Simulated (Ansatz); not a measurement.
Born–Oppenheimer molecular dynamics of C₂H₂O₂ (6 atoms, charge 0, multiplicity 1). It goes on from the last frame of an earlier run, with new velocities.

The calculation used RKS CAM-B3LYP-D4/def2-SVP in Ansatz 0.2.0.

```json
{
  "ensemble": "NVT, Nosé–Hoover chain",
  "time step": "1 fs",
  "steps asked": "150",
  "set temperature": "400 K",
  "thermostat": "time constant 100 fs, chain length 3 (defaults)",
  "seed": "404302"
}
```

First frame:

```xyz
6
Properties=species:S:1:pos:R:3
O -0.714 -1.726 0.683
C -0.369 -0.735 0.117
C 0.338 0.555 0.042
O -0.463 -0.167 -1.100
H 1.457 0.482 -0.127
H -0.195 1.289 0.423
```

Problem. How far do the bonds stretch over the last three quarters of this one trajectory? (Pairs bonded in most of those frames.)

Solution. 
```csv
bond,mean (Å),spread (Å),shortest,longest
O1–C2,1.183,0.020,1.15,1.22
C2–C3,1.451,0.027,1.40,1.51
C2–O4,1.320,0.019,1.27,1.36
C3–O4,1.501,0.026,1.44,1.54
C3–H5,1.114,0.074,0.99,1.22
C3–H6,1.104,0.042,1.03,1.19
```

Mean temperature of the second half: 454 K. The conserved energy wandered by up to 5.8 meV per atom (net -3.4 meV per atom), which is poor conservation. The mean temperature of the second half is 13 % above the set value. A run of 0.15 ps of so small a system gives no equilibrium averages.

Run time: 11 min on 1 thread of AMD EPYC (Zen 3), with other jobs on the host, peak memory 0.14 GiB.
